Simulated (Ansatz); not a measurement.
System: rock-salt RbBr. Method: PBEsol-D3(BJ) (plane waves, PAW; Ansatz, a first-principles code).

Settings: plane-wave cutoff 520 eV, 8×8×8 k mesh, Fermi–Dirac smearing 0.01 eV, scalar-relativistic PAW data made under PBE.

Equation-of-state points:

```
V (Å³/atom)  E − E_lowest (meV/atom)
-----------  -----------------------
35.377                          8.49
36.129                          3.70
36.882                          0.95
37.635                          0.00
38.387                          0.65
39.140                          2.71
39.893                          6.01
```

Problem. Estimate the bulk modulus and its pressure derivative from these points.

Solution. V0 = 37.690 Å³/atom, B0 = 16.8 GPa, B′ = 5.2 (fit to the energies at full precision).

Measured, for comparison: bulk modulus 16 GPa (4 K, zero-point motion not removed; as tabulated in Doll and Stoll (1998), arXiv:cond-mat/9801031); equilibrium volume per atom 39.69 Å³/atom (low temperature, zero-point motion not removed; as tabulated in Doll and Stoll (1998), arXiv:cond-mat/9801031). Computed (rounded) less measured: bulk modulus +5 %, equilibrium volume per atom -5.0 %.

Static lattice: no zero-point or thermal effects.
